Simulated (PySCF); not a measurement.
Isomers of C3H3Cl, one GFN2-xTB conformer each. Single-point energies are computed at PBE0/pcSseg-1 (PySCF, gas phase, no added dispersion term), electronic only.

Question: Rank them by PBE0/pcSseg-1 energy, lowest first (kJ/mol).
A. propargyl chloride, `C(C#C)Cl`
B. `C=C=CCl`

Answer: B (0.0), A (18.9).

As drawn, the lower has cumulated double bonds and a C=C bond outside aromatic rings, which the higher lacks; the higher has a C≡C bond, which the lower lacks. GFN2-xTB itself gives, in the same order: 0.0, 2.4. Both levels put the same isomer lowest.

Q: Which frontier levels, dipoles and rotational constants go with these structures?

A: 
```json
{"SMILES": "C=C=CCl", "HOMO (eV, PBE0/pcSseg-1)": "-7.45", "LUMO (eV)": "-0.80", "dipole (D)": "1.82", "A, B, C (MHz)": "31816, 2889, 2696"}
{"SMILES": "C#CCCl", "HOMO (eV, PBE0/pcSseg-1)": "-8.24", "LUMO (eV)": "-0.43", "dipole (D)": "1.83", "A, B, C (MHz)": "22774, 3189, 2849"}
```

Q: As an exercise, what shares would exp(−E/RT) give at 500 K from these electronic energies alone (no entropy, no degeneracies)?

A: RT = 4.157 kJ/mol: C=C=CCl 99.0 %, C#CCCl 1.0 %.
